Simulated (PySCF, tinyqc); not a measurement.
Harmonic frequencies on the RHF/sto-3g surface (energies and gradients from PySCF), for CH2, spin multiplicity 1, step by step. The lowest restricted solution is unstable here: a spin-polarised one lies 0.0253 hartree lower (PySCF). One step of it, computed by the program tinyqc.

Question. One row of the Hessian: 3Hy. Displace 3Hy by +/-0.01 bohr; H(k, :) = (g(+) - g(-)) / (2 delta).

optimised positions (bohr):
```
           x          y          z
1C  0.014892  -0.057773  -0.151638
2H  0.126289   1.614206   1.148915
3H  0.034564  -1.643361   1.257166
```

gradient at +delta (hartree/bohr):
```
              x            y            z
1C  -0.00000586  -0.00246154   0.00142764
2H   0.00000874  -0.00031921   0.00038583
3H  -0.00000288   0.00278075  -0.00181347
```

gradient at -delta (hartree/bohr):
```
              x            y            z
1C   0.00000533   0.00240984  -0.00139072
2H  -0.00000813   0.00031994  -0.00037049
3H   0.00000280  -0.00272977   0.00176121
```

Give: row of the Hessian.

Answer.

row of the Hessian (hartree/bohr^2): 1Cx -0.000559, 1Cy -0.243569, 1Cz 0.140918, 2Hx 0.000843, 2Hy -0.031957, 2Hz 0.037816, 3Hx -0.000284, 3Hy 0.275526, 3Hz -0.178734
